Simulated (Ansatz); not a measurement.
**H₂S with CHN: structure and interaction energy**

The task here is to estimate one member of a computed series from the others.

Method: PBE0-D4 structure, single points in def2-TZVPPD; program: Ansatz 0.2.0, Gaussian basis.

Levels: PBE-D4, revPBE-D4, BLYP-D4, r2SCAN-D4, B97M-V, PBE0-D4, B3LYP-D4, HSE06-D4, wB97X-V, wB97M-V, B2PLYP, Hartree-Fock, MP2, CCSD, CCSD(T). The reference is CCSD(T) extrapolated to the basis limit.

Correlated methods freeze the cores. B3LYP uses VWN-RPA correlation. B2PLYP carries no dispersion term here.

176 further runs of the same task are left out: 176 set aside as unsound or not needed.

**The system as given**

The pair, from a GFN2-xTB docking trial: 6 atoms, charge 0, spin multiplicity 1.

Atoms are counted from 1 here; the program's logs count them from 0.

Bond lengths: S1–H2 1.326 Å, S1–H3 1.331 Å, C4–N5 1.138 Å, C4–H6 1.058 Å. Angles: H2–S1–H3 92.3°, N5–C4–H6 179.5°.

Geometry (Å):

```xyz
6

S    -0.45150    0.01450   -2.15410
H     0.01980   -1.13090   -2.62720
H    -0.02910   -0.25880   -0.92210
C     0.14640    0.47530    1.92040
N     0.32150   -0.29070    1.09770
H    -0.00700    1.19060    2.68530
```

Atoms 1 to 3 are fragment A (H₂S), the rest fragment B (CHN).

Set-up of the first run:

File pre/in.yaml:

```yaml
crystal:
  periodic: [false, false, false]
  atoms:
    - {symbol: S, position_ang: [-0.451500, 0.014500, -2.154100]}
    - {symbol: H, position_ang: [0.019800, -1.130900, -2.627200]}
    - {symbol: H, position_ang: [-0.029100, -0.258800, -0.922100]}
    - {symbol: C, position_ang: [0.146400, 0.475300, 1.920400]}
    - {symbol: N, position_ang: [0.321500, -0.290700, 1.097700]}
    - {symbol: H, position_ang: [-0.007000, 1.190600, 2.685300]}
basis:
  gaussian: {orbitals: def2-SVP}
hamiltonian: {xc: pbe, dispersion: d4}
relax: {f_tol: 0.03, max_steps: 250}
```

Run with:

```sh
ansatz run in.yaml --threads 2 --pin off --events-out ev --progress --plain --max-ram 5222MiB
```

Among the steps run: A first relaxation in a small basis; Relaxation at PBE0-D4; PBE-D4/def2-TZVPPD; r2SCAN-D4/def2-TZVPPD; PBE0-D4/def2-TZVPPD; B3LYP-D4/def2-TZVPPD; wB97X-V/def2-TZVPPD; wB97M-V/def2-TZVPPD; B2PLYP/def2-TZVPPD; BLYP-D4/def2-TZVPPD; revPBE-D4/def2-TZVPPD; B97M-V/def2-TZVPPD; HSE06-D4/def2-TZVPPD; CCSD(T)/def2-TZVPPD; MP2/def2-QZVPPD; Vibrations of the pair.

One of the session's tables, all rows but one given; the rest of the session is left out.

| method | interaction (kJ/mol) |
| --- | --- |
| PBE-D4 | -10.43 |
| revPBE-D4 | -8.57 |
| BLYP-D4 | -8.55 |
| r2SCAN-D4 | -8.29 |
| B97M-V | -9.05 |
| PBE0-D4 | -9.91 |
| B3LYP-D4 | -9.07 |
| HSE06-D4 | -9.95 |
| wB97X-V | -8.91 |
| wB97M-V | -8.41 |
| B2PLYP | -7.63 |
| Hartree-Fock | -3.59 |
| MP2 | -9.65 |
| CCSD | -7.48 |
| CCSD(T) | ? |
| CCSD(T)/CBS | -9.11 |

Q: Estimate the row for CCSD(T) from the others.

As computed: interaction (kJ/mol): -8.37. In the column «interaction (kJ/mol)» it lies between wB97M-V (-8.41) and r2SCAN-D4 (-8.29).

Among the levels timed on like hardware and quicker than the yardstick, those that no quicker one beats, quickest first: revPBE-D4 (2.5 s, +0.54 kJ/mol); B3LYP-D4 (4 s, +0.04 kJ/mol).

B3LYP-D4 reaches 0.04 kJ/mol from the reference in 4 s, where CCSD(T)/CBS took 50 s; the quickest level in the cost chart, revPBE-D4, takes 2.5 s and misses by 0.54 kJ/mol.

To keep in mind: A lower arrangement may exist.
